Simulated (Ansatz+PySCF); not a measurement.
doublet NO: levels of theory in one basis

```yaml
atoms:
  - { symbol: N, position_ang: [0.0000, 0.0000, -0.8530] }
  - { symbol: O, position_ang: [0.0000, 0.0000, 0.7464] }
```

Basis set: STO-3G (spherical functions). Frozen core: 2 orbitals. Correlation on ROHF uses semicanonical orbitals with singles. Charge 0, multiplicity 2.

Computed with Ansatz (development build ahead of 0.2.0); each method stands on the lowest determinant of its kind that the runs found.

```json
{"method": "ROHF", "E − E(ROHF) (eV)": "0.00", "<S²> of the determinant": "0.75"}
{"method": "UHF", "E − E(ROHF) (eV)": "-3.69", "<S²> of the determinant": "2.04"}
{"method": "ROHF-MP2", "E − E(ROHF) (eV)": "-2.02", "<S²> of the determinant": "–"}
{"method": "UHF-MP2", "E − E(ROHF) (eV)": "-4.27", "<S²> of the determinant": "2.04"}
{"method": "ROHF-CCSD", "E − E(ROHF) (eV)": "-5.10", "<S²> of the determinant": "–"}
{"method": "UHF-CCSD", "E − E(ROHF) (eV)": "-5.59", "<S²> of the determinant": "2.04"}
{"method": "ROHF-CCSD(T)", "E − E(ROHF) (eV)": "-5.72", "<S²> of the determinant": "–"}
{"method": "UHF-CCSD(T)", "E − E(ROHF) (eV)": "-5.62", "<S²> of the determinant": "2.04"}
{"method": "full CI (lowest root of this spin)", "E − E(ROHF) (eV)": "-5.75", "<S²> of the determinant": "–"}
```

At such a shape the full CI root can have another spatial symmetry than the determinants, so the rows needn't describe one state.

Problem. Is a single determinant a sound starting point here?

Solution. It is doubtful. Unrestricted orbitals lower Hartree–Fock by 3.69 eV and <S²> is 2.04 where a pure state has 0.75, a sign of strong static correlation.

Caution for ROHF, ROHF-MP2, ROHF-CCSD, ROHF-CCSD(T): an unrestricted determinant lies well below. Caution for ROHF, UHF, ROHF-MP2, UHF-MP2, ROHF-CCSD, UHF-CCSD, ROHF-CCSD(T), UHF-CCSD(T): the determinant may break the point group. Caution for UHF, UHF-MP2, UHF-CCSD, UHF-CCSD(T): the unrestricted determinant is a mixture of spin states. Caution for ROHF-MP2, UHF-MP2, UHF-CCSD, UHF-CCSD(T): large amplitudes, a single reference is doubtful. Caution for ROHF-MP2, UHF-CCSD, UHF-CCSD(T): the program doubts this total. Caution for ROHF-MP2: another reference gives a lower total. Caution for ROHF-CCSD, ROHF-CCSD(T): very large amplitudes, the method is breaking down; the amplitudes may be one of several solutions.
